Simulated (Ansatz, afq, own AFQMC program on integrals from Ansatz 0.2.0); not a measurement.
## Where AFQMC and coupled cluster stand for AlGeH, quintet

```xyz
3

Ge    0.0000    0.0000    2.1260
Al    0.0000    0.0000   -0.2625
H     0.0000    0.0000   -1.8635
```

Connectivity, by distances: Ge–AlH.

Basis cc-pVDZ. Only valence electrons are correlated. Integrals, coupled cluster, full CI and functionals: Ansatz 0.2.0; the random walks run on the same integrals in our own AFQMC program. ph-AFQMC/CISD is guided by a CISD state made of CCSD amplitudes; releasing the constraint for a short imaginary time cuts its bias at the price of noise, slowly where states lie close. Error bars are statistical, one sigma. No spin–orbit coupling.

Determinant: UHF, the one that the program's search chose, which needn't be the lowest solution. The geometry is a PBE0/def2-TZVP stationary point of this or a neighbouring charge and spin state.

No full CI on the walks' own integrals is used here; CCSDTQ serves as the reference and is uncertain by about the last step of the cluster series.

Cautions: no relativity below Rb; no spin-orbit coupling; inner d shell frozen; another spin lies lower (by 2.92 eV).

```
T1 diagnostic                               : 0.0299
weight of the determinant in the CISD state : 0.888
⟨S²⟩ of the determinant                     : 6.020
size of the correlated space                : 8 electrons in 31 orbitals
```

Task: Estimate: order these by the size of their error in total energy against CCSDTQ, smallest first.
A. phaseless AFQMC with a CISD trial
B. CCSD(T)
C. CCSDT(Q)
D. CCSDT

Result: C (0.04 mEh), D (0.25 mEh), A (0.54 ± 0.08 mEh), B (1.44 mEh).

Reference: CCSDTQ, correlation energy -3.357 eV.

A walk keeps the symmetry of its determinant, which the program's search chose and which needn't be the lowest solution, so a lower state of the same spin and another symmetry isn't excluded.
